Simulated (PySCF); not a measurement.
**Relaxation of singlet SO₂²⁺**

These are results of PBE0/[S def2-TZVP, O def2-TZVP], no relativity, density fitting, PySCF, not measurements. A (50,194) grid was used.

A hand-made side-on start, of C2v symmetry, held to at least that symmetry:

```xyz
3
charge 2 multiplicity 1, angstrom
S     0.0000    0.0000   -0.7756
O     0.7200    0.0000    0.7752
O    -0.7200    0.0000    0.7752
```

Q: What forces act on the atoms at the start (eV/Å)?

A: 
| atom | Fx | Fy | Fz |
| --- | --- | --- | --- |
| S1 | 0.00 | 0.00 | 8.12 |
| O2 | 2.16 | 0.00 | -4.06 |
| O3 | -2.16 | 0.00 | -4.06 |

Q: What does it relax to?

A: It ends at C2v with S–O 1.515 Å (×2); O–S–O 65.8°. A frequency run shows a minimum. Other isomers or separated fragments may lie lower.

Q: How much energy is released, and in how many steps?

A: 145.7 kJ/mol in 5 steps.
